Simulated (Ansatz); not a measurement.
One crystal and one scan (energy against volume) at two levels, r2SCAN (plane waves to 500 eV, PAW, scalar-relativistic; Ansatz, a quantum-chemistry and plane-wave program) and PBE (plane waves to 420 eV, PAW, scalar-relativistic; Ansatz), each from its own relaxed cell and on its own mesh. The cell shown is that of r2SCAN.

Nb (bcc, W type)

```yaml
crystal:
  lattice:
    - [-1.65135, 1.65135, 1.65135]
    - [1.65135, -1.65135, 1.65135]
    - [1.65135, 1.65135, -1.65135]
  atoms:
    - { symbol: Nb, position: [0.00000, 0.00000, 0.00000] }
```

This relaxed cell (volume V₀) is scaled evenly in all directions, its shape held. Symmetry pins the atoms to their sites.

The energy includes the smearing's −TS. Nb is run without spin polarisation. Nb was relaxed with its symmetry unable to fall. Percentages come from the unrounded values. Both scans cover V/V₀ from 0.900 to 1.100.

Results of r2SCAN:

```
Item                                                     Result
-------------------------------------------------------  ------
Lattice constant a (Å)                                    3.303
Pressure at the smallest volume (GPa)                      22.3
Energy cost of the largest expansion (meV/atom)              84
Bulk modulus B₀ (third-order Birch-Murnaghan fit) (GPa)   173.8
Pressure for 5 % compression (fit) (GPa)                    9.8
```

What does PBE give for the same quantities?


| quantity | PBE | r2SCAN − PBE |
|---|---|---|
| Lattice constant a (Å) | 3.310 | -0.007 (-0.2 %) |
| Pressure at the smallest volume (GPa) | 21.9 | +0.4 (+2 %) |
| Energy cost of the largest expansion (meV/atom) | 82 | +2 (+2 %) |
| Bulk modulus B₀ (third-order Birch-Murnaghan fit) (GPa) | 169.7 | +4.1 (+2.4 %) |
| Pressure for 5 % compression (fit) (GPa) | 9.6 | +0.2 (+2 %) |

r2SCAN gives the higher value for: pressure at the smallest volume; bulk modulus B₀. r2SCAN gives the lower value for: lattice constant a. For the lattice constant a the reference is 3.294 Å (measured, corrected to the static lattice; as given in Daniel Mejia-Rodriguez, S. B. Trickey, Physical Review B (2018), arXiv:1807.09216): within its tolerance of 0.3 % it doesn't tell which level is nearer. For the bulk modulus B₀ the reference is 173.2 GPa (measured, corrected to the static lattice; as given in Daniel Mejia-Rodriguez, S. B. Trickey, Physical Review B (2018), arXiv:1807.09216): within its tolerance of 5 % it doesn't tell which level is nearer.  Neither level is exact: the differences show how much the result hangs on the functional.

(Under strain, the slope of the energy per volume gives the stress and its curvature an elastic modulus.)
